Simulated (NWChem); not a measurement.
# UMP2/6-311+G(d,p) run of doublet C2H4Si+

Wanted: the energy of doublet C2H4Si+. 

The calculation is run with NWChem 7.3.0.

2 further runs of the same task are left out: 1 that didn't finish, 1 set aside as unsound or not needed.

**1. The molecule**

C2H4Si+ has 7 atoms, charge +1, and is taken as a doublet. As SMILES of the parent species, `C#C[SiH3]`. The coordinates come from a PBE0-D4/def2-TZVP relaxation. That shape belongs to the parent species and isn't relaxed for this state.

Bond lengths: C1–C2 1.206 Å, C2–Si3 1.823 Å, C1–H4 1.066 Å, Si3–H5 1.483 Å, Si3–H6 1.483 Å, Si3–H7 1.483 Å. Angles: C1–C2–Si3 180.0°, C2–C1–H4 180.0°, C2–Si3–H5 109.3°, C2–Si3–H6 109.3°, C2–Si3–H7 109.3°, H5–Si3–H6 109.6°, H5–Si3–H7 109.6°, H6–Si3–H7 109.6°.

**2. The energy at UMP2/6-311+G(d,p)**

c2h4si.nw

```
start c2h4si
title "C2H4Si"
memory stack 880 mb heap 220 mb global 1100 mb
charge 1

geometry units angstroms noautosym nocenter noautoz
   C     -0.580700    -1.871400     0.172200
   C     -0.218500    -0.726500     0.062400
   Si     0.329800     1.004300    -0.103800
   H     -0.901000    -2.883500     0.269300
   H     -0.094500     1.528300    -1.425000
   H     -0.281700     1.818100     0.974900
   H      1.807900     1.062900     0.004400
end

basis spherical bse
   * library 6-311+G**
end

scf
   doublet
   uhf
   thresh 1e-08
   maxiter 80
end

mp2
   freeze core 7
   tight
end

task mp2
```

Started as:

```sh
$ nwchem c2h4si.nw > c2h4si.out
```

Q: Predict the results. Wanted: total energy; HOMO energy; LUMO energy; correlation energy; ⟨S²⟩ of the reference determinant.

**Answer.** As computed:

Level: UMP2/6-311+G**, 7 core orbitals frozen.

| quantity | value |
| --- | --- |
| total energy | -366.92485 Eh |
| HOMO energy (Hartree–Fock orbitals) (highest over α and β) | -17.94 eV |
| LUMO energy (Hartree–Fock orbitals) (lowest over α and β) | -8.14 eV |
| correlation energy (7 core orbitals frozen) | -313.5 mEh |
| ⟨S²⟩ of the reference determinant | 0.755 |
